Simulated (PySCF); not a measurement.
## Exercise with solution: entropy of an ideal gas

CH3O, SMILES C[O] (connectivity only; charge and spin as stated), charge -1, multiplicity 1.

Geometry: PBE-D3(BJ)/def2-TZVPD. The multiplicity is an assumed one; other spin states were not compared. The isomer is the one that the SMILES or the coordinates give; other isomers of the formula were not compared.

PBE-D3(BJ)/def2-TZVPD in PySCF gives the harmonic wavenumbers 1125, 1125, 1136, 1374, 1374, 1408, 2355, 2355, 2500 cm⁻¹ and the rotational temperatures 7.5095, 1.3267, 1.3267 K. The molar mass is 31.03 g/mol, the symmetry number 3, the spin multiplicity 1.

### Question
Work out the entropy at 298.15 K and 1 atm in the rigid-rotor, harmonic-oscillator model.

### Answer

Translation (Sackur–Tetrode at 1 atm): S = R[1.5 ln M + 2.5 ln T − 1.16487] = 151.6 J/(mol K).
Rotation: q = (√π/σ) T^1.5/√(θA θB θC) = 837, S = R[ln q + 3/2] = 68.4 J/(mol K).
Vibration: with u = 1.4388 ν/T, each mode gives R[u/(e^u − 1) − ln(1 − e^−u)]:
```csv
ν (cm⁻¹),modes,u,S (J/(mol K))
1125,2,5.43,0.47
1136,1,5.48,0.23
1374,2,6.63,0.17
1408,1,6.79,0.07
```
The stiffer modes add less than 0.005 each. Sum 0.9 J/(mol K).
Spin: R ln 1 = 0.0 J/(mol K).
Total 220.9 J/(mol K); the program's own thermochemistry gives 220.9. Translation makes up 69 % and vibration 0 %. Anharmonicity, hindered rotation and orbital degeneracy are left out.
